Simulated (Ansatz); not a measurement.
Molecule: AlF₂, charge 0, multiplicity 2. SMILES: [Al]([F])[F]
Geometry from a B3LYP-D3(BJ)/def2-TZVP (Ansatz, a first-principles code) optimisation:
```
Al
F 1 1.6531
F 1 1.6531 2 119.88
```
Charge 0, spin multiplicity 2.

Wanted: atomisation energy, in kcal/mol. Conventions: valence correlation only; open shells spin-unrestricted; atomisation electronic, to ground-state atoms; no dispersion term unless named; non-relativistic; spin-orbit terms left out. CBS marks a two-point X^-3 extrapolation of the correlation energy; Hartree-Fock from the larger set. First-principles rows: single points at B3LYP-D3(BJ) geometries (Ansatz).

| species | coefficient | E at B3LYP/STO-3G (Ansatz), Eh | E at wB97M-V/def2-TZVPD (Ansatz), Eh |
|---|---|---|---|
| [F][Al][F] | -1 | -436.27814 | -442.26320 |
| Al atom | +1 | -239.32624 | -242.34758 |
| F atom | +2 | -98.26898 | -99.74647 |

Coupled cluster (Ansatz) is a level with limits of its own, used here on species with T1 under 0.025 (0.045 for open shells) and stable references: CCSD(T)/CBS(cc-pV(T+d)Z,cc-pV(Q+d)Z). Value to compare with, CCSD(T)/CBS(cc-pV(T+d)Z,cc-pV(Q+d)Z) (Ansatz): 272.4 kcal/mol. 1 Eh = 627.5095 kcal/mol.

Problem. Work the quantity out at each level, and compare with CCSD(T)/CBS(cc-pV(T+d)Z,cc-pV(Q+d)Z) (Ansatz).

Solution. 
- B3LYP/STO-3G: the sum of coefficient times E is 0.41394 Eh, or 259.75 kcal/mol. Result: 259.8 kcal/mol. Its difference against CCSD(T)/CBS(cc-pV(T+d)Z,cc-pV(Q+d)Z) (Ansatz) is -12.6 kcal/mol.
- wB97M-V/def2-TZVPD: the sum of coefficient times E is 0.42268 Eh, or 265.24 kcal/mol. Result: 265.2 kcal/mol. Its difference against CCSD(T)/CBS(cc-pV(T+d)Z,cc-pV(Q+d)Z) (Ansatz) is -7.2 kcal/mol.
